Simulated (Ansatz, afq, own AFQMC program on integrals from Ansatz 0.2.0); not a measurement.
AFQMC on a folder of integrals that Ansatz 0.2.0 wrote.

```yaml
crystal:
  periodic: [false, false, false]
  atoms:
    - {symbol: Cl, position_ang: [-0.810692, 0.019664, 0.000000]}
    - {symbol: H, position_ang: [0.802308, 0.019664, 0.000000]}
    - {symbol: N, position_ang: [1.842308, 0.019664, 0.000000]}
    - {symbol: H, position_ang: [2.111389, -0.984563, 0.000000]}
basis:
  gaussian: {orbitals: cc-pVTZ}
magnetization: {spin_polarized: true, initial_magnetization: 2}
correlation: {method: ccsd_t, electrons: outside_noble_gas, hamiltonian_folder: ham}
```

```sh
$ ansatz run in.yaml --threads 1 --pin off --events-out ev --progress --plain --max-ram 24576MiB --backend cuda --devices 0, --max-vram 18GiB
```

Options of the walk:

```
--method phaseless --trial cisd --walkers 1500 --populations 20 --least-time 60 --time-step 0.005 --steps-per-block 50 --equilibration-blocks 28 --max-blocks 4000 --target-error 0.00022 --factor-cut 1e-05 --start spin_pure --seed 9857 --release-times 0.24,0.51,0.99,1.62,2.4 --release-step 0.03 --release-every 3 --taylor-order 6
```

Times are imaginary, in 1/Eh. The walk had a cap of 244 s. With eight or more populations the least sampling time is a fifth of least-time, and the error comes from their spread.

```
orbitals 86  electrons 8 6  factors 531 of 540
reference energy -515.04228448 Eh
CCSD correlation -0.39948207 Eh in 17 cycles, weight of the determinant in the CISD state 0.8589
energy of the start -515.439328 Eh
 block  time / (1/Eh)  mean weight  energy / Eh
     1     0.250  1.0003  -515.436040
     2     0.500  1.0000  -515.443043
     3     0.750  1.0001  -515.448200
     4     1.000  1.0003  -515.451335
     5     1.250  0.9997  -515.453092
     9     2.250  1.0011  -515.454955
    15     3.750  0.9996  -515.457668
    23     5.750  0.9998  -515.458017
    31     7.750  0.9996  -515.456876
    39     9.750  0.9997  -515.457228
    47    11.750  1.0003  -515.454244
    55    13.750  1.0000  -515.456875
    59    14.750  1.0003  -515.459595
    63    15.750  0.9996  -515.457273
    71    17.750  0.9993  -515.457804
    79    19.750  1.0000  -515.458333
    87    21.750  1.0004  -515.455747
    95    23.750  1.0006  -515.454667
   103    25.750  1.0003  -515.455229
   111    27.750  1.0000  -515.456112
   117    29.250  1.0000  -515.444630
error from the spread of 20 populations
released: time / (1/Eh)  energy / Eh  error  mean overlap
  0.24  -515.457969  0.000206  0.9902
  0.51  -515.458167  0.000151  0.9875
  0.99  -515.458310  0.000286  0.9815
  1.62  -515.458726  0.000328  0.9718
  2.40  -515.454998  0.003108  0.9871
energy -515.456936 +/- 0.000173 Eh
(rows thinned)
```

Task: Estimate how long the walk took on 1 × NVIDIA H100 80GB HBM3 with 2 threads of AMD EPYC 7R13 Processor (Zen 3), with other jobs on the host (the card was shared).

Result: 3.1 min of wall time.

The run passed its tests (sampling time, drift between the halves within three errors, error under three times the target), which doesn't prove that it has relaxed. The second half of the sampling lies above the first by 2.5 errors of their difference, so the energy may still be moving and its error bar be too small.

Against this walk (error 4.7 meV) on the same determinant: CCSD(T) 17.7 meV higher. The error is statistical and leaves out the bias of the constraint. None of these is a sure reference here. The released energies are still falling (meV from the phaseless value at times in 1/Eh: -28 ± 6 at 0.24, -34 ± 4 at 0.51, -37 ± 8 at 0.99, -49 ± 9 at 1.62, 53 ± 85 at 2.40), so they give no level; they do show a bias of the constraint, and the last of them that isn't too noisy lies 66 meV below CCSD(T).

Cautions: constraint bias not in the error; lower spins were not checked.

A walk keeps the symmetry of its determinant, which the program's search chose and which needn't be the lowest solution, so a lower state of the same spin and another symmetry isn't excluded.
